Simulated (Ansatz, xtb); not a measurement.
Molecule: C2H7O, charge 1, multiplicity 1. It need not be the lowest isomer of its formula. SMILES: CC[OH2+]
Geometry from a B3LYP-D3(BJ)/def2-TZVP (Ansatz, a quantum-chemistry and plane-wave program) optimisation:
```xyz
10

C      1.2415    -0.3849    -0.0245
C      0.1316     0.6140    -0.0055
O     -1.2155    -0.1823    -0.0432
H     -2.0171     0.3730    -0.0073
H      0.0737     1.2204     0.8948
H      0.0492     1.2148    -0.9063
H      2.1778     0.1793    -0.0373
H      1.2551    -1.0063     0.8727
H      1.2131    -1.0075    -0.9176
H     -1.2663    -0.8904     0.6264
```
Charge +1, spin multiplicity 1.

Harmonic wavenumbers from GFN2-xTB (xtb, at its own minimum), cm⁻¹: 212, 235, 366, 798, 823, 877, 895, 1000, 1120, 1147, 1211, 1286, 1356, 1403, 1429, 1458, 1464, 3004, 3024, 3050, 3066, 3073, 3233, 3277.

Problem. Give the harmonic wavenumbers at B3LYP-D3(BJ)/def2-TZVP (Ansatz, finite differences of forces, unscaled).

Solution. 196, 259, 368, 640, 690, 825, 917, 957, 1142, 1199, 1288, 1401, 1420, 1474, 1496, 1503, 1650, 3044, 3102, 3113, 3135, 3188, 3628, 3714 cm⁻¹. Zero-point energy 57.7 kcal/mol.

Problem. From these and the geometry, give the ideal-gas thermochemistry at 298.15 K and 1 atm (rigid rotor, harmonic oscillator).

Solution. Point group C1, rotational symmetry number 1. Rotational constants 30.93, 8.46, 7.351 GHz. S(trans) 37.47, S(rot) 22.64, S(vib) 6.26, S(elec, spin only) 0.00, S 66.4 cal/(mol K). H(298) - H(0) 3.55 kcal/mol; G - E(el) 41.4 kcal/mol.
